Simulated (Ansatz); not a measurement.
Lattice parameter a (Å) of 23 elemental metals, computed with PBE (PAW; Ansatz, a quantum-chemistry and plane-wave program) and with PBE-D3(BJ) (Ansatz, plane waves, PAW). The set holds measured phases with no doubt noted on the run or the magnetic state but for the caveats below. 20 more of the class have both values but aren't in it, for one of these reasons: built or high-temperature cells, doubts on the run or the magnetic state, unlike cells, values of zero, layered or molecular crystals, cells that aren't cubic. Solids without a value at one level (not run, failed, or a magnetic order lost), or held back for tests, aren't counted.

All rows, in order of the shift (worked out from unrounded values):

```json
[
 {"solid": "bcc Li", "PBE": "3.435", "PBE-D3(BJ)": "3.323", "shift (%)": "-3.25"},
 {"solid": "bcc Na", "PBE": "4.197", "PBE-D3(BJ)": "4.083", "shift (%)": "-2.73"},
 {"solid": "bcc K", "PBE": "5.284", "PBE-D3(BJ)": "5.163", "shift (%)": "-2.29"},
 {"solid": "bcc Rb", "PBE": "5.670", "PBE-D3(BJ)": "5.555", "shift (%)": "-2.02"},
 {"solid": "bcc Ba", "PBE": "5.021", "PBE-D3(BJ)": "4.922", "shift (%)": "-1.98"},
 {"solid": "bcc Cs", "PBE": "6.162", "PBE-D3(BJ)": "6.040", "shift (%)": "-1.98"},
 {"solid": "fcc Cu", "PBE": "3.629", "PBE-D3(BJ)": "3.563", "shift (%)": "-1.83"},
 {"solid": "fcc Ag", "PBE": "4.147", "PBE-D3(BJ)": "4.073", "shift (%)": "-1.80"},
 {"solid": "fcc Ca", "PBE": "5.526", "PBE-D3(BJ)": "5.435", "shift (%)": "-1.65"},
 {"solid": "fcc Sr", "PBE": "6.030", "PBE-D3(BJ)": "5.932", "shift (%)": "-1.62"},
 {"solid": "bcc V", "PBE": "2.997", "PBE-D3(BJ)": "2.952", "shift (%)": "-1.49"},
 {"solid": "fcc Al", "PBE": "4.040", "PBE-D3(BJ)": "3.983", "shift (%)": "-1.40"},
 {"solid": "fcc Au", "PBE": "4.158", "PBE-D3(BJ)": "4.102", "shift (%)": "-1.34"},
 {"solid": "fcc Pd", "PBE": "3.943", "PBE-D3(BJ)": "3.892", "shift (%)": "-1.29"},
 {"solid": "bcc Nb", "PBE": "3.310", "PBE-D3(BJ)": "3.267", "shift (%)": "-1.29"},
 {"solid": "fcc Ni", "PBE": "3.519", "PBE-D3(BJ)": "3.480", "shift (%)": "-1.11"},
 {"solid": "bcc Ta", "PBE": "3.319", "PBE-D3(BJ)": "3.285", "shift (%)": "-1.01"},
 {"solid": "fcc Pt", "PBE": "3.970", "PBE-D3(BJ)": "3.930", "shift (%)": "-1.01"},
 {"solid": "bcc Mo", "PBE": "3.161", "PBE-D3(BJ)": "3.130", "shift (%)": "-0.96"},
 {"solid": "fcc Rh", "PBE": "3.830", "PBE-D3(BJ)": "3.795", "shift (%)": "-0.91"},
 {"solid": "bcc Fe", "PBE": "2.831", "PBE-D3(BJ)": "2.807", "shift (%)": "-0.86"},
 {"solid": "bcc W", "PBE": "3.184", "PBE-D3(BJ)": "3.159", "shift (%)": "-0.77"},
 {"solid": "fcc Ir", "PBE": "3.871", "PBE-D3(BJ)": "3.841", "shift (%)": "-0.76"}
]
```

The shift from PBE to PBE-D3(BJ) has a median of -1.40 %, and eight in ten lie between -2.23 % and -0.87 %; PBE-D3(BJ) is the larger in 0 of 23.

Ansatz's runs of these crystals have no spin polarisation, but for bcc Fe, fcc Ni.

Density-functional runs with spin start from parallel moments for bcc Fe, parallel moments for fcc Ni.

Spin–orbit coupling is left out, also for the solids with elements from indium on (bcc Ta, fcc Pt, bcc Ba, bcc W, fcc Ir, bcc Cs, fcc Au); its size isn't shown.

Ansatz's density-functional and Hartree–Fock values are scalar-relativistic unless marked +SOC, with PAW data made under PBE.
